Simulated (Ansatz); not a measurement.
# Property card for KCo₂As₂

The calculation used DFT PBEsol, scalar-relativistic, plane waves, PAW in Ansatz 0.2.0.

Plane waves to 420 eV, a k mesh through Γ of 14×14×14 on the computed 5-atom cell and Gaussian smearing (0.10 eV); no spin polarisation.

The structure is relaxed at this level of theory with its symmetry kept. Whether it is the stable form of this composition wasn't checked.

```xyz
5
Lattice="-1.8578 1.8578 6.7394 1.8578 -1.8578 6.7394 1.8578 1.8578 -6.7394" Properties=species:S:1:pos:R:3 pbc="T T T"
K     0.0000    0.0000    0.0000
Co    0.0000    1.8578    3.3697
Co    1.8578    0.0000    3.3697
As    0.0000    0.0000    4.6940
As    0.0000    0.0000    8.7848
```

Q: Formation energy from the elements' standard states (uncorrected)?

A: -0.414 eV/atom.

Q: Density of states at the Fermi level?

A: 1.87 states/eV per cell.

Q: Löwdin character within 0.5 eV of the Fermi level?

A: Co 3d 58 %, As 4p 32 %, unprojected 5 %.

Q: Bulk modulus?

A: 49 GPa.

Q: Its pressure derivative?

A: 5.2.

Q: Bader charges (e)?

A: K (1 in the cell) 0.74, Co (2 in the cell) 0.05, As (2 in the cell) -0.42.

A ferromagnetic start lost its moments in a first run, so spin was left out; other magnetic orders weren't tried.

Cost: 9 runs of about 21 core-minutes in all, on Intel Xeon 6975P-C (Granite Rapids) (shared hosts).